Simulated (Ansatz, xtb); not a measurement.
## Isomers of H5OSi2− in order of energy

4 gas-phase structures of H5OSi2−, found in a search over its isomers (lower ones may exist). Each was relaxed with GFN2-xTB:

A. `O[SiH-][SiH3]`, a singlet
B. `[SiH2-]O[SiH3]`, a singlet
C. `O[SiH2][SiH2-]`, a singlet
D. `[O-][SiH2][SiH3]`, a singlet

**Question.** Which do you expect lowest at r2SCAN-D4/def2-SVPD, and how would the others follow?

**Answer.** Calculated order at r2SCAN-D4/def2-SVPD: D (0.0), B (1.2), C (7.2), A (15.7) kcal/mol. CCSD(T)/def2-SVPD + ΔMP2/def2-TZVPPD after further relaxation puts B lowest instead.

Energies above the lowest of each column, in kcal/mol; the last columns are at PBE0-D3(BJ)/def2-SVPD geometries (a dash: not run or not comparable):

```csv
structure,GFN2-xTB,HF/STO-3G,r2SCAN-D4/def2-SVPD,PBE0-D3(BJ)/def2-SVPD,CCSD(T)/def2-SVPD + ΔMP2/def2-TZVPPD
D,0.0,25.4,0.0,0.6,4.8
B,15.0,0.0,1.2,0.0,0.0
C,49.1,9.3,7.2,2.4,11.0
A,51.2,9.7,15.7,10.2,–
```

CCSD(T)/def2-SVPD + ΔMP2/def2-TZVPPD puts B lowest of those it was run on; GFN2-xTB picks D, r2SCAN-D4/def2-SVPD picks D. CCSD(T)/def2-SVPD + ΔMP2/def2-TZVPPD orders those it was run on as B (0.0), D (4.8), C (11.0) kcal/mol. Flexible structures stand in one conformer each, not always the lowest. Frequencies (PBE0-D3(BJ)/def2-SVPD) were run for B, C, D alone. ΔMP2 is the change of the MP2 energy from the smaller to the larger basis.

Over these structures GFN2-xTB departs from r2SCAN-D4/def2-SVPD by 15.9 kcal/mol on average once a common shift is removed. A GFN2-xTB relaxation took about 0.076 s and the r2SCAN-D4/def2-SVPD energy about 1.6 s on a shared host (Ansatz 0.2.0, xtb 6.7.1).
